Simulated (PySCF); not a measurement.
Energies from PySCF (xtb for GFN2), thermal terms from the rigid-rotor harmonic-oscillator model, ideal gas at 1 bar. Table values come from the NASA 1993 polynomials. Open shells (unrestricted): AlCl₂ (multiplicity 2). GFN2 has no spin-polarisation term. The harmonic model lacks anharmonicity and excited electronic states, which grow with temperature; levels with a mode under 35 cm⁻¹ are left out. The table's entry may be an old estimate for AlCl₂ (not checked at source).

Harmonic frequencies at GFN2-xTB (cm⁻¹): 93, 448, 592. Point group C2v; S°(298 K) = 292.1 J/mol/K at this level.

Q: Work out Cp and S° of gaseous AlCl₂ at 500, 800, 1200, 1600, 2000 K from these, and set them beside the table.

A: 
| T (K) | Cp GFN2-xTB | Cp table | S° GFN2-xTB | S° table |
|---|---|---|---|---|
| 500 | 55.3 | 55.5 | 319.9 | 317.2 |
| 800 | 57.0 | 57.0 | 346.3 | 343.7 |
| 1200 | 57.7 | 57.7 | 369.6 | 367.0 |
| 1600 | 57.9 | 57.9 | 386.2 | 383.6 |
| 2000 | 58.0 | 58.0 | 399.1 | 396.5 |
Units J/mol/K.
